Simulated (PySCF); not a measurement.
Compound: C₃H₂ClN.
Atom-mapped SMILES: `[N:1]#[C:2]/[CH:3]=[CH:4]\[Cl:5]` (hydrogens: H6 on C3; H7 on C4)

All values: PBE0/pcSseg-1 and CAM-B3LYP/def2-SVPD (PySCF, non-relativistic), on one gas-phase PBE0-D3(BJ)/def2-SVP geometry that isn't relaxed in the solvent. The solvent is an IEF-PCM continuum (Bondi radii, 1.10 Å for H, scaled by 1.2). The model holds no explicit solvent molecules, cavitation or dispersion.

Gas phase at PBE0/pcSseg-1: HOMO -8.18 eV, LUMO -2.01 eV, dipole 4.20 D.

Q: What does the continuum do to the energy, the frontier levels and the dipole at PBE0/pcSseg-1 in chloroform and acetone?

A: 
| solvent | ε | E(solvent) − E(gas) (kcal/mol) | polarisation term (kcal/mol) | distortion of the solute (kcal/mol) | HOMO (eV) | LUMO (eV) | dipole (D) |
| --- | --- | --- | --- | --- | --- | --- | --- |
| chloroform | 4.711 | -4.63 | -5.52 | 0.89 | -8.06 | -1.86 | 5.17 |
| acetone | 20.49 | -6.22 | -7.82 | 1.60 | -8.03 | -1.82 | 5.50 |

The polarisation term is half the interaction of the solute with the surface charges that it induces; the rest is the cost of distorting the solute's density. The sum is the electrostatic part of solvation alone. From chloroform to acetone the lowering changes by a factor 1.34, Onsager's factor (ε − 1)/(2ε + 1) by 1.30 and ε itself by 4.3.

Q: Which radius a makes the point-dipole formula ΔE = −[(ε − 1)/(2ε + 1)]·μ²/a³ give the value in acetone, with the gas-phase dipole?

A: μ = 1.653 au and |ΔE| = 0.00991 Eh give a = 2.67 Å; the farthest nucleus lies 2.54 Å from the centroid of the nuclei. The formula assumes a rigid point dipole at the centre of a sphere.

Q: Which IAO charges (PBE0/pcSseg-1) respond most in acetone (means over atoms taken as equivalent)?

A: 
```csv
atoms,environment,gas (e),solvent (e),change
N1,nitrile nitrogen,-0.216,-0.290,-0.074
C2,nitrile carbon,+0.134,+0.165,+0.031
H7,vinylic hydrogen,+0.184,+0.208,+0.024
H6,vinylic hydrogen,+0.196,+0.220,+0.024
C4,vinylic C–Cl carbon,-0.124,-0.109,+0.015
Cl5,vinyl chlorine,+0.036,+0.024,-0.012
C3,alkene CH carbon,-0.209,-0.218,-0.009
```

Q: How do the nuclear quadrupole coupling constants eQVzz/h respond in acetone?

A: 
```csv
nucleus,Q (barn),gas (MHz),solvent (MHz),η gas,η solvent
14N at N1,0.02044,-4.62,-4.21,0.03,0.08
35Cl at Cl5,-0.0817,-75.00,-73.37,0.20,0.21
```

Gas phase at CAM-B3LYP/def2-SVPD: HOMO -9.47 eV, LUMO -0.93 eV, dipole 4.27 D.

Q: What does the continuum do to the energy, the frontier levels and the dipole at CAM-B3LYP/def2-SVPD in chloroform and acetone?

A: 
```json
{"solvent": "chloroform", "ε": "4.711", "E(solvent) − E(gas) (kcal/mol)": "-4.87", "polarisation term (kcal/mol)": "-5.84", "distortion of the solute (kcal/mol)": "0.97", "HOMO (eV)": "-9.32", "LUMO (eV)": "-0.76", "dipole (D)": "5.32"}
{"solvent": "acetone", "ε": "20.49", "E(solvent) − E(gas) (kcal/mol)": "-6.55", "polarisation term (kcal/mol)": "-8.33", "distortion of the solute (kcal/mol)": "1.78", "HOMO (eV)": "-9.29", "LUMO (eV)": "-0.72", "dipole (D)": "5.69"}
```

Q: How does the static polarisability (CAM-B3LYP/def2-SVPD, frozen core, with the continuum's full static response) change?

A: 
| medium | isotropic (au) | principal values (au) | ⟨r²⟩ of the electrons (bohr²) |
| --- | --- | --- | --- |
| gas | 55.2 | 35.9, 54.3, 75.3 | 547.3 |
| chloroform | 68.1 | 43.4, 66.5, 94.3 | 547.5 |
| acetone | 73.1 | 46.9, 71.3, 101.1 | 547.7 |

The isotropic value in acetone is 1.32 times the gas-phase one; no cavity-field correction is applied. ⟨r²⟩ is taken about the centre of nuclear charge.

On Arm Neoverse V1, one thread, shared host with 32 logical CPUs at a one-minute load of 51, this took 5.9 s and 0.47 GiB of memory at its peak. This is the whole shielding run at PBE0/pcSseg-1 in acetone, SCF included.
